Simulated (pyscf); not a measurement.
HO–Se• + H₂ → •O–SeH + H₂ (concerted two-bond exchange; doublet surface; H–H, H–O broken, H–Se, H–H formed). Structures and frequencies: ωB97X-D3(BJ)/def2-SVP in PySCF. Energies in kcal/mol from the separated reactants.

| level | barrier | reaction energy |
|---|---|---|
| ωB97X-D3(BJ)/def2-TZVP | ? | +13.3 |
| PBE/def2-TZVP | 25.7 | +9.3 |
| B3LYP-D3(BJ)/def2-TZVP | 34.9 | +11.8 |
| M06-2X/def2-TZVP | 44.2 | +18.0 |
| ωB97M-D3(BJ)/def2-TZVP | 40.1 | +15.3 |
| HF/def2-TZVP | ? | ? |

What belongs in the gaps?


- ωB97X-D3(BJ)/def2-TZVP, barrier: 39.4
- HF/def2-TZVP, barrier: 68.0
- HF/def2-TZVP, reaction energy: +16.6

The functionals in the table span 18.5 kcal/mol in this barrier, from PBE to M06-2X. One saddle was located; it need not be the lowest between these sides. Elements up to Kr have no core potential and no relativistic terms here.
